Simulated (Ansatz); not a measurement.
Steps of a relaxation of C₂H₄F₂O (`CC(O)(F)F`) with RKS PBE-D4/def2-SVP.

```sh
$ ansatz run in.yaml --threads 2 --pin off --events-out ev --progress --plain --max-ram 4352MiB
```

```yaml
crystal:
  periodic: [false, false, false]
  atoms:
    - {symbol: C, position_ang: [-0.952300, -0.184500, -0.302200]}
    - {symbol: C, position_ang: [0.449000, 0.126600, -0.034800]}
    - {symbol: O, position_ang: [0.810800, -0.304200, 1.227600]}
    - {symbol: F, position_ang: [1.322500, -0.486100, -0.928600]}
    - {symbol: F, position_ang: [0.731900, 1.440500, -0.120200]}
    - {symbol: H, position_ang: [-1.638200, 0.387600, 0.412800]}
    - {symbol: H, position_ang: [-1.189200, -1.208900, -0.251400]}
    - {symbol: H, position_ang: [-1.232800, 0.228400, -1.320800]}
    - {symbol: H, position_ang: [1.786700, -0.045600, 1.300500]}
basis:
  gaussian: {orbitals: def2-SVP}
hamiltonian: {xc: pbe, dispersion: d4}
relax: {f_tol: 0.03, max_steps: 200}
```

Positions (Å) and forces (eV/Å) along the path, 6 of 6 steps:

```xyz
9
step=1 energy=-9603.1271 eV
C    -0.952   -0.184   -0.302   -2.173    2.940   -0.895
C     0.449    0.127   -0.035    1.978   -1.056    1.401
O     0.811   -0.304    1.228    1.153    0.332    0.083
F     1.323   -0.486   -0.929   -0.384    0.084   -0.391
F     0.732    1.440   -0.120   -0.097    1.144   -0.479
H    -1.638    0.388    0.413    0.811   -0.604   -0.456
H    -1.189   -1.209   -0.251   -0.218   -1.927    0.101
H    -1.233    0.228   -1.321    0.276   -0.483    0.595
H     1.787   -0.046    1.300   -1.345   -0.431    0.041
9
step=2 energy=-9603.3203 eV
C    -0.963   -0.163   -0.310   -1.017    0.904   -0.252
C     0.464    0.134   -0.020    0.749   -0.764    0.441
O     0.814   -0.300    1.242    0.401    0.291   -0.371
F     1.292   -0.477   -0.956   -0.133    0.079    0.052
F     0.729    1.464   -0.142    0.042    0.548   -0.088
H    -1.611    0.383    0.419    0.223   -0.219   -0.173
H    -1.184   -1.229   -0.249    0.025   -0.515    0.047
H    -1.225    0.213   -1.327    0.139   -0.162    0.242
H     1.773   -0.071    1.328   -0.429   -0.162    0.101
9
step=3 energy=-9603.3539 eV
C    -0.979   -0.149   -0.312   -0.007   -0.053    0.014
C     0.473    0.134   -0.019    0.069   -0.280    0.111
O     0.818   -0.296    1.236   -0.076    0.100   -0.264
F     1.285   -0.475   -0.964   -0.089    0.059    0.083
F     0.737    1.477   -0.150    0.039    0.146   -0.007
H    -1.617    0.377    0.420   -0.016    0.022    0.040
H    -1.173   -1.235   -0.244    0.017    0.008   -0.001
H    -1.223    0.205   -1.328   -0.001    0.012   -0.052
H     1.767   -0.084    1.343    0.063   -0.014    0.077
9
step=4 energy=-9603.3555 eV
C    -0.981   -0.151   -0.310   -0.012    0.030    0.003
C     0.472    0.133   -0.021    0.115    0.031   -0.020
O     0.819   -0.290    1.227    0.006   -0.066    0.111
F     1.276   -0.472   -0.969    0.010   -0.013   -0.007
F     0.737    1.483   -0.154   -0.023    0.011   -0.015
H    -1.616    0.379    0.423   -0.005   -0.019   -0.011
H    -1.170   -1.239   -0.242   -0.002    0.021   -0.001
H    -1.218    0.204   -1.330   -0.024   -0.014    0.008
H     1.770   -0.094    1.359   -0.064    0.018   -0.069
9
step=5 energy=-9603.3563 eV
C    -0.979   -0.150   -0.311   -0.009    0.001   -0.007
C     0.475    0.132   -0.021   -0.042    0.002   -0.033
O     0.817   -0.294    1.229    0.019   -0.009    0.034
F     1.280   -0.474   -0.966    0.010   -0.004   -0.008
F     0.740    1.481   -0.153    0.006    0.010    0.000
H    -1.616    0.377    0.425    0.005   -0.003    0.000
H    -1.170   -1.237   -0.245    0.003    0.003    0.003
H    -1.223    0.205   -1.328   -0.002    0.001   -0.002
H     1.765   -0.087    1.353    0.010   -0.001    0.013
9
step=6 energy=-9603.3564 eV
C    -0.980   -0.150   -0.311    0.005   -0.001    0.004
C     0.474    0.131   -0.021    0.010    0.004    0.002
O     0.817   -0.294    1.229   -0.008    0.003   -0.013
F     1.281   -0.474   -0.966   -0.005    0.000    0.003
F     0.740    1.481   -0.153   -0.002   -0.004    0.001
H    -1.616    0.376    0.425    0.000    0.000    0.000
H    -1.170   -1.236   -0.245   -0.001   -0.002    0.000
H    -1.224    0.205   -1.329    0.003    0.000    0.002
H     1.766   -0.087    1.354   -0.002    0.001    0.000
```

Hardware: 2 threads of an Arm Neoverse V1 on a shared host. Wall time 11 s, peak host memory 0.12 GiB.
